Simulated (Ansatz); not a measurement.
**N2H3 (hydrazinyl radical) at UCCSD/def2-TZVP**

Aim: the vertical ionisation energy of N2H3 (hydrazinyl radical) at UCCSD/def2-TZVP, from 2 runs. 

The calculation is run with Ansatz 0.2.0.

28 further runs of the same task are left out: 28 set aside as unsound or not needed.

**1. The system as given**

The species is N2H3 (5 atoms), meant as a doublet with charge 0. SMILES: `[NH]N`. The shape is that of a PBE0-D4/def2-TZVP optimisation. This is one conformer, not always the lowest.

Bond lengths: N1–N2 1.338 Å, N1–H3 1.021 Å, N2–H4 1.008 Å, N2–H5 1.012 Å. Angles: N1–N2–H4 113.9°, N1–N2–H5 120.9°, N2–N1–H3 106.1°, H4–N2–H5 114.6°.

**2. A single-point energy at UCCSD/def2-TZVP**

Input file in.yaml:

```yaml
crystal:
  periodic: [false, false, false]
  atoms:
    - symbol: "N"
      position_ang: [-0.187600, -0.818050, 0.454040]
    - symbol: N
      position_ang: [-0.128660, 0.235610, -0.368450]
    - symbol: H
      position_ang: [0.759840, -0.951450, 0.811270]
    - symbol: H
      position_ang: [-1.030950, 0.592300, -0.640030]
    - symbol: H
      position_ang: [0.587360, 0.941580, -0.256830]
basis:
  gaussian:
    orbitals: def2-TZVP
magnetization:
  spin_polarized: true
  initial_magnetization: 1
correlation:
  method: ccsd
  frozen_orbitals: {H: 0, "N": 1}
accuracy: high
scf:
  omitted_lower_state_checks: [cluster_reference, increment]
```

Command:

```bash
$ ansatz run in.yaml --threads 1 --pin off --max-ram 3480MiB --events-out events.jsonl --progress --plain --runs-dir runs
```

The program printed (excerpt; [...] marks lines left out):

```text
Warning: RAYON_NUM_THREADS=1 ignored (pool sized by the plan → 1); use --threads N
Functional definition: HF
  name "HF"
[...]
1425 factors; integrals over basis functions are off by at most 3.0e-9 eV
[...]
mean field -3010.22498051 eV, -110.6237276299 hartree, gradient 3.7e-8 eV, S^2 0.765686; 0 other end points of the search recorded, 0 dependent functions left out
2 core orbitals not correlated: weight in the atoms' cores, before any rotation towards them, 1.000 or more for the frozen orbitals, at most 0.000 for the correlated occupied ones
reference -3010.22498051 eV, -110.6237276299 hartree; 7, 6 occupied and 71, 72 virtual orbitals, 1425 factors
second order -10.60412080 eV of doubles, -0.00000000 eV of singles
cycle   1  -10.85951545 eV  change   -2.6e-1 eV  update   6.9e-2
[...]
cycle  25  -11.20872011 eV  change  -5.8e-10 eV  update   1.2e-9
Total energy: -3021.43370062 eV, -111.0356404963 hartree
Checks for a lower state left out: cluster_reference, increment
```

It took 17 s on 1 thread of Arm Neoverse V1, shared host; peak memory 0.74 GiB.

**3. The singlet cation**

Input file in.yaml:

```yaml
crystal:
  periodic: [false, false, false]
  atoms:
    - {symbol: N, position_ang: [-0.187600, -0.818050, 0.454040]}
    - {symbol: N, position_ang: [-0.128660, 0.235610, -0.368450]}
    - {symbol: H, position_ang: [0.759840, -0.951450, 0.811270]}
    - {symbol: H, position_ang: [-1.030950, 0.592300, -0.640030]}
    - {symbol: H, position_ang: [0.587360, 0.941580, -0.256830]}
basis:
  gaussian:
    orbitals: def2-TZVP
scf:
  omitted_lower_state_checks: [cluster_reference, increment]
total_charge: 1
correlation:
  method: ccsd
  frozen_orbitals: {H: 0, "N": 1}
magnetization:
  spin_polarized: false
accuracy: high
```

Command:

```bash
$ ansatz run in.yaml --threads 1 --pin off --max-ram 3480MiB --events-out events.jsonl --progress --plain --runs-dir runs
```

The program printed (excerpt; [...] marks lines left out):

```text
Warning: RAYON_NUM_THREADS=1 ignored (pool sized by the plan → 1); use --threads N
Functional definition: HF
  name "HF"
[...]
1425 factors; integrals over basis functions are off by at most 3.0e-9 eV
[...]
mean field -3002.05594411 eV, -110.3235210793 hartree, gradient 1.8e-8 eV, S^2 0.000000; 0 other end points of the search recorded, 0 dependent functions left out; unrestricted orbitals would lower it
2 core orbitals not correlated: weight in the atoms' cores, before any rotation towards them, 1.000 or more for the frozen orbitals, at most 0.000 for the correlated occupied ones
reference -3002.05594411 eV, -110.3235210793 hartree; 6, 6 occupied and 72, 72 virtual orbitals, 1425 factors
second order -10.84135034 eV of doubles, -0.00000000 eV of singles
cycle   1  -10.81653854 eV  change    2.5e-2 eV  update   1.0e-1
[...]
cycle  25  -11.32834530 eV  change  -7.9e-10 eV  update  8.0e-10
Total energy: -3013.38428940 eV, -110.7398300903 hartree
Checks for a lower state left out: cluster_reference, increment
```

It took 5.4 s on 1 thread of Arm Neoverse V1, shared host; peak memory 0.42 GiB.

**4. Results**

Level: UCCSD/def2-TZVP, 2 core orbitals frozen.

| quantity | value |
| --- | --- |
| doublet N2H3: total energy | -111.03564 Eh |
| doublet N2H3: correlation energy (2 core orbitals frozen) | -411.9 mEh |
| doublet N2H3: ⟨S²⟩ of the reference determinant | 0.766 |
| doublet N2H3: T1 diagnostic | 0.021 |
| singlet cation: total energy | -110.73983 Eh |
| singlet cation: correlation energy (2 core orbitals frozen) | -416.3 mEh |
| singlet cation: T1 diagnostic | 0.026 |
| vertical ionisation energy (to the singlet cation) | 8.049 eV |

The vertical ionisation energy comes to 8.05 eV (777 kJ/mol). Only the singlet of the ionised species was computed; a triplet could lie lower. The T1 diagnostic (singlet cation) of 0.026 is above the customary mark for such species, so a single reference may not serve. The restricted solution (singlet cation) is unstable to spin breaking: an unrestricted one lies lower.
